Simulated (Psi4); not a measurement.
Reaction (SMILES): OCl (OH-Cl) + H+ → [OH2+]Cl
B3LYP-D3(BJ)/def2-TZVP geometries, fixed; electronic energies without zero-point terms; positive where energy is released.
Largest species:
```xyz
4

O     -0.0211     1.0722    -0.0746
H     -0.9457     1.3908     0.0477
Cl     0.0314    -0.6722    -0.0032
H      0.5812     1.4595     0.6026
```
Charge +1, spin multiplicity 1.

Effect of the integral screening threshold at MP2/cc-pV(T+d)Z with Psi4, against the last row, where the proton affinity is 159.98 kcal/mol. Cores are frozen. The proton sits at the site shown, which need not be the one that binds it best.

| setting | largest shift of a total energy (mEh) | shift of the proton affinity (kcal/mol) |
|---|---|---|
| ints_tolerance: 1e-6 | 0.000 | 0.000 |
| ints_tolerance: 1e-8 | 0.000 | 0.000 |
| ints_tolerance: 1e-10 | 0.000 | 0.000 |
| ints_tolerance: 1e-14 | 0.000 | 0.000 |

Within 0.02 kcal/mol in the proton affinity: ints_tolerance: 1e-6; ints_tolerance: 1e-8; ints_tolerance: 1e-10. The largest shift is 0.000 mEh in a total energy and 0.000 kcal/mol in the difference.
